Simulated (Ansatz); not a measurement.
Calculation: frozen-core CCSD(T)/def2-TZVPP // TPSSh-D3(BJ)/def2-TZVP in Ansatz (a first-principles code).

Ansatz 0.2 input:
```yaml
crystal:
  periodic: [false, false, false]
  atoms:
    - { symbol: C, position_ang: [1.461506, -0.144477, 0.147482] }
    - { symbol: C, position_ang: [0.021024, 0.06509, 0.54462] }
    - { symbol: C, position_ang: [-1.072703, -0.665841, -0.184336] }
    - { symbol: C, position_ang: [-0.906639, 0.82108, -0.366374] }
    - { symbol: H, position_ang: [1.544852, -0.286402, -0.933872] }
    - { symbol: H, position_ang: [2.078328, 0.717194, 0.419339] }
    - { symbol: H, position_ang: [1.8833, -1.029197, 0.633494] }
    - { symbol: H, position_ang: [-0.14168, 0.213428, 1.607557] }
    - { symbol: H, position_ang: [-1.926675, -1.018805, 0.380245] }
    - { symbol: H, position_ang: [-0.782089, -1.310054, -1.006052] }
    - { symbol: H, position_ang: [-0.504963, 1.171864, -1.309921] }
    - { symbol: H, position_ang: [-1.648148, 1.475328, 0.074892] }
basis:
  gaussian: { orbitals: def2-TZVPP }
correlation:
  method: ccsd_t
```

Output:

```
Functional definition: HF
1364 factors; integrals over basis functions are off by at most 9.7e-4 eV
mean field evaluation 1: about -4245.7222 eV, gradient 3.6e1 eV
mean field evaluation 2: about -4245.7260 eV, gradient 3.6e1 eV
mean field evaluation 4: about -4249.1496 eV, gradient 3.8e0 eV
mean field evaluation 8: about -4249.1962 eV, gradient 9.6e-5 eV
mean field evaluation 16: about -4249.1941 eV, gradient 1.8e-1 eV
mean field -4249.19617990 eV, -156.1550794026 hartree, gradient 2.6e-6 eV, S^2 0.000000; 0 other end points of the search recorded, 0 dependent functions left out
4 core orbitals not correlated
reference -4249.19617990 eV, -156.1550794026 hartree; 12, 12 occupied and 220, 220 virtual orbitals, 1364 factors
second order -18.78869493 eV of doubles, -0.00000000 eV of singles
cycle   1  -19.37535174 eV  change   -5.9e-1 eV  update   7.9e-2
cycle   2  -19.82969481 eV  change   -4.5e-1 eV  update   2.2e-2
cycle   3  -19.88785083 eV  change   -5.8e-2 eV  update   7.7e-3
cycle   4  -19.88727446 eV  change    5.8e-4 eV  update   1.7e-3
cycle   5  -19.88805090 eV  change   -7.8e-4 eV  update   4.9e-4
cycle   6  -19.88817085 eV  change   -1.2e-4 eV  update   1.3e-4
cycle   7  -19.88815578 eV  change    1.5e-5 eV  update   3.3e-5
cycle   8  -19.88816581 eV  change   -1.0e-5 eV  update   1.0e-5
perturbative correction -0.80515990 eV, -0.0295890806 hartree
Total energy: -4269.88950561 eV, -156.9155450961 hartree
```

Cost: around 3 core-minutes (rough).
